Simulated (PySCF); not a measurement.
# Frontier orbitals and the lowest excitations

Compound: methylamine, CH5N.
Geometry (GFN2-xTB, Å), atoms numbered from 1 in this order:
```xyz
7
CH5N angstrom
C     -0.5718    0.0399   -0.0015
N      0.8528    0.1068    0.2753
H     -1.0635   -0.4693    0.8268
H     -0.8304   -0.4846   -0.9329
H     -0.9609    1.0559   -0.0603
H      1.2422   -0.8276    0.3448
H      1.3349    0.5839   -0.4793
```

Level of theory: TDDFT wB97X-D/def2-SVPD, vertical, gas phase, core orbitals frozen in the response in PySCF 2.14.0, density-fitted response routines.

Frontier orbitals with the atoms that hold most of them (Löwdin shares over 4%, at most four atoms; ? is withheld):

| orbital | ε (eV) | atoms |
| --- | --- | --- |
| LUMO+2 | 4.50 | H6 26%, H7 26%, H3 12%, H5 12% |
| LUMO+1 | 3.58 | H6 18%, H7 18%, H3 14%, H5 14% |
| LUMO | 2.54 | C1 43%, N2 12%, H7 10%, H6 10% |
| HOMO | -8.78 | ? |
| HOMO-1 | -12.31 | ? |
| HOMO-2 | -13.32 | C1 41%, N2 26%, H5 10%, H3 10% |
| HOMO-3 | -14.37 | C1 37%, N2 31%, H4 18%, H7 4% |

Give the leading atoms of the HOMO.

N2 (bonded to C and 2 H) 65%; C1 (bonded to N and 3 H) 14%; H4 (bonded to C) 7%; H6 (bonded to N) 6%. By element: nitrogen 65%, carbon 14%, hydrogen 13% or more.

Give the leading atoms of the HOMO-1.

C1 (bonded to N and 3 H) 37%; N2 (bonded to C and 2 H) 18%; H3 (bonded to C) 16%; H5 (bonded to C) 16%. By element: carbon 37%, hydrogen 31% or more, nitrogen 18%.

How does S1 compare with the orbital gap of 11.32 eV?

S1 is at 6.47 eV (f = 0.010), 4.85 eV below the gap, made of HOMO→LUMO (88%), HOMO→LUMO+1 (11%). 

Give energy, strength and leading configuration of S1, S2 and S8, and follow the Löwdin shares of the leading atoms from the occupied to the empty orbital.

- S1 (6.47 eV, f 0.010), HOMO→LUMO (88%): N2 65% → 12%, C1 14% → 43%
- S2 (7.81 eV, f 0.045), HOMO→LUMO+1 (87%): N2 65% → at most 14%, C1 14% → at most 14%, H6 6% → 18%, H7 at most 6% → 18%
- S8 (10.09 eV, f 0.016), HOMO-1→LUMO (97%): C1 37% → 43%, N2 18% → 12%

Löwdin shares depend on the basis, the more so with diffuse functions.

Hardware: Arm Neoverse V2, one thread (shared host). Cost: 2.6 s.
